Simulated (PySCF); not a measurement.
System (SMILES): N#[N+][O-].
Geometry (B3LYP-D3(BJ)/def2-TZVP, fixed):
```
N
N 1 1.1210
O 1 1.1826 2 180.00
```

How fast the lowest singlet excitation energy converges with the basis for several methods (PySCF): deviation from each method's own reference, in eV. References: CAM-B3LYP 6.669 eV, the value in d-aug-cc-pVTZ; PBE 6.911 eV, the value in d-aug-cc-pVTZ; PBE0 6.813 eV, the value in d-aug-cc-pVTZ. All functions are spherical. Density fitting with generated auxiliary sets. No added dispersion term, no relativity. Tamm-Dancoff approximation, the state taken by its order.

```
basis            functions  CAM-B3LYP         PBE    PBE0
---------------  ---------  ---------  ----------  ------
STO-3G                  15     -0.652  (withheld)  -0.600
3-21G                   27     -0.357  (withheld)  -0.320
6-311G**                54      0.004  (withheld)   0.007
6-311++G(2d,2p)         81     -0.001  (withheld)   0.001
pcseg-2                 90      0.007  (withheld)   0.010
aug-pcseg-2            138     -0.005  (withheld)  -0.003
pcseg-3                180      0.001  (withheld)   0.002
aug-cc-pVQZ            240     -0.001  (withheld)  -0.001
```

Complete the blanks.


- STO-3G, PBE: -0.290
- 3-21G, PBE: -0.143
- 6-311G**, PBE: 0.066
- 6-311++G(2d,2p), PBE: 0.010
- pcseg-2, PBE: 0.034
- aug-pcseg-2, PBE: -0.002
- pcseg-3, PBE: 0.009
- aug-cc-pVQZ, PBE: 0.001

Mean absolute deviation over 6-311G**, 6-311++G(2d,2p), pcseg-2, aug-pcseg-2: CAM-B3LYP 0.004, PBE0 0.005, PBE 0.028 eV.
